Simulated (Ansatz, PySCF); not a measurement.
Species: NH2 (charge 0, doublet). 
Coordinates optimised at B3LYP-D3(BJ)/def2-TZVP (Ansatz, a quantum-chemistry and plane-wave program):
```xyz
3

N      0.0046     0.0019     0.1418
H     -0.0276     0.7996    -0.5065
H     -0.0044    -0.8126    -0.4860
```
Charge 0, spin multiplicity 2.

Wanted: vertical ionisation energy (to the triplet state of charge +1; each state is the SCF solution reached for its spin), in eV. Valence correlation only, unless marked. Open shells are spin-unrestricted. Spin-orbit coupling is left out. Non-relativistic. CBS(X,Y): correlation extrapolated as X^-3; Hartree-Fock from the larger set. The bracket is a focal-point correction in the basis named.

| level | program | vertical ionisation energy (eV) | minus last row |
|---|---|---|---|
| PBE/def2-TZVPD | Ansatz | 12.16 | 0.08 |
| r2SCAN/def2-TZVPD | Ansatz | 11.99 | -0.09 |
| wB97X-V/def2-TZVPD | Ansatz | 12.16 | 0.08 |
| MP2/def2-SVPD | Ansatz | 11.70 | -0.38 |
| MP2/def2-QZVPPD | Ansatz | 12.00 | -0.08 |
| RI-MP2/def2-QZVPPD | Ansatz | 12.00 | -0.08 |
| SCS-MP2/aug-cc-pVTZ | Ansatz | 12.01 | -0.07 |
| CCSD/aug-cc-pVDZ | Ansatz | 11.76 | -0.32 |
| CCSD/aug-cc-pVQZ | Ansatz | 11.96 | -0.12 |
| CCSD(T)/def2-QZVPPD | Ansatz | 12.02 | -0.06 |
| RI-MP2/CBS(aug-cc-pVTZ,aug-cc-pVQZ)+[CCSD(T)-MP2]/aug-cc-pVDZ | Ansatz | 12.11 | 0.03 |
| RI-MP2/CBS(def2-TZVPPD,def2-QZVPPD)+[CCSD(T)-MP2]/def2-TZVPPD | Ansatz | 12.10 | 0.02 |
| RI-MP2/CBS(aug-cc-pVTZ,aug-cc-pVQZ)+[CCSD(T)-MP2]/aug-cc-pVQZ | Ansatz | 12.09 | 0.01 |
| CCSD(T)/CBS(def2-TZVPPD,def2-QZVPPD) | Ansatz | 12.08 | 0.00 |
| CCSD(T)/CBS(aug-cc-pVTZ,aug-cc-pVQZ) | Ansatz | 12.08 | 0.00 |

For comparison, minus the highest occupied orbital energy (PySCF): 7.31 eV at TPSS/def2-TZVPD, 10.25 eV at M06-2X/def2-TZVPD, 7.32 eV at BP86/def2-TZVPD.
